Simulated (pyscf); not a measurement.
Thermochemistry of product channels of H₂B–OH + ammonia (NH₃) on the singlet surface, in kJ/mol, from ωB97M-D3(BJ)/def2-TZVP energies (ideal gas, 1 atm, RRHO with modes under 100 cm⁻¹ raised to 100, one conformer, R ln 2 for chiral ones without a mode under 150 cm⁻¹). Optimised with ωB97X-D3(BJ)/def2-SVP in PySCF.

```
products                       ΔE  ΔH(298 K)  ΔG(900 K)  ΔG(1200 K)
-------------------------  ------  ---------  ---------  ----------
H₂N–BH–OH + hydrogen (H₂)  -100.4     -112.8      -91.5       -88.2
H₂B–NH₂ + water (H₂O)        -0.3       -1.4       +2.3        +2.8
```

These are energies of the channels, which say nothing of barriers.
